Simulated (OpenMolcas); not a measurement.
# CF2 (SMILES F[C]F) at 6 levels

Wanted: a comparison of 6 runs (B2PLYP/def2-TZVPP, B3LYP/def2-TZVPP, BLYP/def2-TZVPP, M06-L/def2-TZVPP, PBE0/def2-TZVPP, TPSS/def2-TZVPP) of CF2. 

The results are computed with OpenMolcas 26.06.

## (1) Starting point

CF2: 3 atoms, total charge 0, spin state singlet. As SMILES, `F[C]F`. The C2–F3 distance was set to 1.944 Å, away from the relaxed value. At this shape a bond of the SMILES string is far longer than usual.

Bond lengths: F1–C2 1.296 Å. A long bond or contact: C2–F3 1.944 Å.

## (2) A single-point energy at B2PLYP/def2-TZVPP (run 1)

test.input

```
>>> EXPORT MOLCAS_PRINT=2
&GATEWAY
BasLib=$CurrDir
Coord
3
bohr
F      1.61911545     2.15163272     1.12920396
C      1.74389407    -0.28598170     0.92804261
F     -1.32023826    -1.23378329    -0.86313241
Basis=def2-TZVPP
Group=NoSym
&SEWARD
GridInput
Grid=UltraFine
End of Grid
&SCF
KSDFT=B2PLYP_SCF
Thresholds=1e-10 1e-07 1e-07 1e-05
PrOrbitals=0
&MBPT2
Frozen=3
```

The basis set def2-TZVPP is read from a file made from the Basis Set Exchange's data (not shown).

The run is started by

```bash
$ export MOLCAS_MEM=1860
$ pymolcas test.input > test.log
```

Output:

```text
--- Start Module: gateway ---
[...]
--- Stop Module: gateway /rc=_RC_ALL_IS_WELL_ ---
[...]
      Basis functions           93
[...]
--- Start Module: scf ---
[...]
       Convergence after  15 Iterations
[...]
::    Total KS-DFT energy                            -237.3611661929
[...]
      Total spin, S                                     0.0000000000
[...]
      Total electronic charge=   24.000000
      Total            charge=   -0.000000
[...]
      Dipole Moment (debye):
      Origin of the operator (angstrom)=    0.2816    0.1482    0.1714
                   X=  2.9228E+00               Y=  1.8291E+00               Z=  1.8109E+00           Total=  3.8946E+00
      Quadrupole Moment (debye*angstrom):
[...]
--- Stop Module: scf /rc=_RC_ALL_IS_WELL_ ---
[...]
--- Start Module: mbpt2 ---
[...]
 ###    WARNING: MP2 implementation intended for RHF references only         ###
 ###############################################################################
MBPT2 WARNING: Reference function according to RunFile:KS-DFT
I'll assume you know what you're doing and continue
WARNING!
Default frozen orbitals as non valence orbitals is overwritten by user input.
Default values:   3
[...]
       Reference weight ( Cref**2 )         =        0.77095
::    Total MBPT2 energy                             -238.1782169706
[...]
      Total MBPT2 calculations                           0.33      0.36
--- Stop Module: mbpt2 /rc=_RC_ALL_IS_WELL_ ---
[...]
```

Run time: 18 s. Hardware: 1 thread of AMD EPYC 7R43 (Zen 3), shared host; peak memory 0.51 GiB.

## (3) A single-point energy at B3LYP/def2-TZVPP (run 2)

struct.xyz

```xyz
3

F      0.856799     1.138595     0.597549
C      0.922829    -0.151335     0.491099
F     -0.698640    -0.652890    -0.456750
```

job.input

```
>>> EXPORT MOLCAS_PRINT=2

&GATEWAY
  BasLib=$CurrDir
  Coord=struct.xyz
  Basis=def2-TZVPP
  Group=NoSym

&SEWARD
  GridInput
  Grid=UltraFine
  End of Grid

&SCF
  KSDFT=B3LYP
  Thresholds=1e-10 1e-07 1e-07 1e-05
  PrOrbitals=1
```

The basis set def2-TZVPP is read from a file made from the Basis Set Exchange's data (not shown).

The run is started by

```bash
$ export MOLCAS_MEM=1860
$ pymolcas job.input > job.log
```

Output:

```text
--- Start Module: gateway ---
[...]
--- Stop Module: gateway /rc=_RC_ALL_IS_WELL_ ---
--- Start Module: seward ---
[...]
      Basis functions           93
--- Stop Module: seward /rc=_RC_ALL_IS_WELL_ ---
[...]
--- Start Module: scf ---
[...]
       Convergence after  16 Iterations
[...]
::    Total KS-DFT energy                            -237.7192709851
[...]
      Total spin, S                                     0.0000000000
[...]
      Total electronic charge=   24.000000
      Total            charge=   -0.000000
[...]
      Dipole Moment (debye):
      Origin of the operator (angstrom)=    0.2816    0.1482    0.1714
                   X=  2.5291E+00               Y=  1.8226E+00               Z=  1.5936E+00           Total=  3.5011E+00
      Quadrupole Moment (debye*angstrom):
[...]
--- Stop Module: scf /rc=_RC_ALL_IS_WELL_ ---
[...]
```

It took 21 s on 1 thread of AMD EPYC 7R43 (Zen 3), shared host; peak memory 0.51 GiB.

## (4) The energy at BLYP/def2-TZVPP (run 3)

calc.inp

```
&GATEWAY
 BasLib = $CurrDir
 Coord
 3
 angstrom
 F        0.856799       1.138595       0.597549
 C        0.922829      -0.151335       0.491099
 F       -0.698640      -0.652890      -0.456750
 Basis = def2-TZVPP
 Group = NoSym

&SEWARD
 GridInput
 Grid=UltraFine
 End of Grid

&SCF
 KSDFT = BLYP
 Thresholds = 1e-10 1e-07 1e-07 1e-05
 PrOrbitals = 1
```

The basis set def2-TZVPP is read from a file made from the Basis Set Exchange's data (not shown).

The run is started by

```bash
$ export MOLCAS_MEM=1860
$ pymolcas calc.inp > calc.log
```

Output:

```text
--- Start Module: gateway ---
[...]
--- Stop Module: gateway /rc=_RC_ALL_IS_WELL_ ---
--- Start Module: seward ---
[...]
      Basis functions           93
--- Stop Module: seward /rc=_RC_ALL_IS_WELL_ ---
[...]
--- Start Module: scf ---
[...]
       Convergence after  17 Iterations
[...]
::    Total KS-DFT energy                            -237.7198521846
[...]
      Total spin, S                                     0.0000000000
[...]
      Total electronic charge=   24.000000
      Total            charge=   -0.000000
[...]
      Dipole Moment (debye):
      Origin of the operator (angstrom)=    0.2816    0.1482    0.1714
                   X=  2.2236E+00               Y=  1.8075E+00               Z=  1.4238E+00           Total=  3.1998E+00
      Quadrupole Moment (debye*angstrom):
[...]
--- Stop Module: scf /rc=_RC_ALL_IS_WELL_ ---
[...]
```

Run time: 19 s. Hardware: 1 thread of AMD EPYC 7R43 (Zen 3), shared host; peak memory 0.51 GiB.

Runs 4 to 5 aren't shown in full; the table further down has their settings and results.

## (5) A single-point energy at TPSS/def2-TZVPP (run 6)

job.input

```
>>> EXPORT MOLCAS_PRINT=2

&GATEWAY
  BasLib
  $CurrDir
  Coord
  3
  angstrom
  F        0.856799       1.138595       0.597549
  C        0.922829      -0.151335       0.491099
  F       -0.698640      -0.652890      -0.456750
  Basis
  def2-TZVPP
  Group
  NoSym

&SEWARD
  GridInput
  Grid=UltraFine
  End of Grid

&SCF
  KSDFT
  2
  1.0 MGGA_X_TPSS
  1.0 MGGA_C_TPSS
  Thresholds
  1e-10 1e-07 1e-07 1e-05
  PrOrbitals
  1
```

The basis set def2-TZVPP is read from a file made from the Basis Set Exchange's data (not shown).

The run is started by

```bash
$ export MOLCAS_MEM=1860
$ pymolcas job.input > job.log
```

Output:

```text
--- Start Module: gateway ---
[...]
--- Stop Module: gateway /rc=_RC_ALL_IS_WELL_ ---
--- Start Module: seward ---
[...]
      Basis functions           93
--- Stop Module: seward /rc=_RC_ALL_IS_WELL_ ---
[...]
--- Start Module: scf ---
[...]
       Convergence after  20 Iterations
[...]
::    Total KS-DFT energy                            -237.7502412009
[...]
      Total spin, S                                     0.0000000000
[...]
      Total electronic charge=   24.000000
      Total            charge=   -0.000000
[...]
      Dipole Moment (debye):
      Origin of the operator (angstrom)=    0.2816    0.1482    0.1714
                   X=  2.2773E+00               Y=  1.8269E+00               Z=  1.4555E+00           Total=  3.2622E+00
      Quadrupole Moment (debye*angstrom):
[...]
--- Stop Module: scf /rc=_RC_ALL_IS_WELL_ ---
[...]
```

Wall time 31 s (1 thread of AMD EPYC 7R43 (Zen 3), shared host); peak memory 0.51 GiB.

## (6) Overview of the runs

```csv
run,level,frozen core orbitals,energy (Eh),dipole moment (D),HOMO energy (eV),LUMO energy (eV),wall time
1,B2PLYP/def2-TZVPP,3,-237.581770,3.89,-11.19,-2.99,18 s
2,B3LYP/def2-TZVPP,–,-237.719271,3.50,-9.53,-4.82,21 s
3,BLYP/def2-TZVPP,–,-237.719852,3.20,-7.90,-5.44,19 s
4,M06-L/def2-TZVPP,–,-237.681404,3.44,-8.15,-5.28,22 s
5,PBE0/def2-TZVPP,–,-237.472846,3.56,-9.75,-4.51,20 s
6,TPSS/def2-TZVPP,–,-237.750241,3.26,-8.04,-5.39,31 s
```

## (7) What came out

| quantity | value |
| --- | --- |
| run 6: total energy | -237.75024 Eh |
| run 6: dipole moment | 3.26 D |
| run 6: HOMO energy | -8.04 eV |
| run 6: LUMO energy | -5.39 eV |
| run 6: HOMO–LUMO gap | 2.65 eV |

What this shows: The dipole moment (its size) runs from 3.20 D (BLYP/def2-TZVPP) to 3.89 D (B2PLYP/def2-TZVPP). A double hybrid's value is that of its SCF part. The HOMO–LUMO gap runs from 2.46 eV (BLYP/def2-TZVPP) to 8.21 eV (B2PLYP/def2-TZVPP). For B2PLYP the log adds the whole second-order term; the table takes 0.27 of it, as the functional is defined. Totals of different functionals can't be ranked against each other. All runs together took 2.2 min, the longest 31 s.
